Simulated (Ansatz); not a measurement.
# C3H4O: the cost of one run

Computed with Ansatz 0.2.0 through its Python package. Level of theory: B3LYP/6-31G*.

## 1. The system

Bond lengths: C1–C2 1.490 Å, C2–C3 1.299 Å, C3–O4 1.175 Å, C1–H5 1.095 Å, C1–H6 1.094 Å, C1–H7 1.094 Å, C2–H8 1.084 Å. Angles: C1–C2–C3 124.7°, C1–C2–H8 117.4°, C3–C2–H8 117.8°, C2–C1–H5 112.0°, C2–C1–H6 110.0°, C2–C1–H7 110.0°, H5–C1–H6 108.3°, H5–C1–H7 108.3°, H6–C1–H7 108.3°, C2–C3–O4 179.9°.

No structure file is read: the coordinates are typed or built in the script.

## 2. Script

c3h4o_opt.py

```python
import itertools

import ansatz as az
from ase.data import atomic_numbers, covalent_radii
import numpy as np
from rdkit import Chem
from rdkit.Chem import AllChem

rd = Chem.AddHs(Chem.MolFromSmiles("CC=C=O"))
AllChem.EmbedMolecule(rd, randomSeed=424)
AllChem.UFFOptimizeMolecule(rd)
geometry = az.Crystal.molecule()
for atom, xyz in zip(rd.GetAtoms(), rd.GetConformer().GetPositions()):
    geometry = geometry.atom(atom.GetSymbol(), xyz.round(5).tolist())

calc = (
    geometry.calculation()
    .basis(gaussian="6-31G*")
    .functional("b3lyp")
    .scf(lower_state_search="standard")
)
symbols = [site.symbol for site in geometry.cartesian_sites]
start = np.array([site.position_ang for site in geometry.cartesian_sites], dtype=float)
def progress(event):
    if event["event"] == "relax_step":
        row = event["data"]
        print(f"step {row['step']:3d}  E = {row['lagrangian_ev']:.6f} eV  largest force component {row['allowed_force_max_ev_ang']:.4f} eV/A")


summary = calc.relax(force_tolerance=0.02).session().plan().execute(on_event=progress).report
end = np.array(summary["positions_ang"])

print(f"E = {summary['free_energy_ev']:.6f} eV = {summary['free_energy_ev'] / 27.211386246:.7f} Ha")
print("converged:", summary["converged"], " doubts:", summary["published_state_doubts"] or "none")

radius = [covalent_radii[atomic_numbers[s]] for s in symbols]
span = lambda where, i, j: np.linalg.norm(where[i] - where[j])
bonded = [(i, j) for i, j in itertools.combinations(range(len(symbols)), 2) if min(span(start, i, j), span(end, i, j)) < 1.2 * (radius[i] + radius[j])]
print("pair        before    after (A)")
for i, j in bonded:
    print(f"{symbols[i]}{i}-{symbols[j]}{j}".ljust(10), f"{span(start, i, j):8.4f} {span(end, i, j):8.4f}")
with open("c3h4o_opt.xyz", "w") as handle:
    handle.write(f"{len(symbols)}\nrelaxed C3H4O\n")
    handle.writelines(f"{s:2s} {x:11.6f} {y:11.6f} {z:11.6f}\n" for s, (x, y, z) in zip(symbols, end))
```

## 3. The input behind the calls

The package turns the script's settings into the engine's input:

```yaml
crystal:
  periodic: [false, false, false]
  atoms:
    - { symbol: C, position_ang: [-0.94917, -0.16223, 0.00129] }
    - { symbol: C, position_ang: [0.37408, 0.52733, 0.0291] }
    - { symbol: C, position_ang: [1.48181, -0.15976, -0.02841] }
    - { symbol: O, position_ang: [2.53233, -0.81148, -0.08296] }
    - { symbol: H, position_ang: [-1.05895, -0.73719, -0.94271] }
    - { symbol: H, position_ang: [-1.03671, -0.85282, 0.86685] }
    - { symbol: H, position_ang: [-1.76368, 0.58979, 0.05936] }
    - { symbol: H, position_ang: [0.4203, 1.60635, 0.09748] }
basis:
  gaussian:
    orbitals: "6-31G*"
hamiltonian:
  xc: b3lyp
scf:
  lower_state_search: standard
relax:
  f_tol: 0.02
```

## 4. Running it

Run with:

```bash
$ python c3h4o_opt.py
```

Q: Estimate wall time and peak memory on 1 thread of Arm Neoverse V2, shared host.

About 15 s, with a peak of 0.24 GiB.
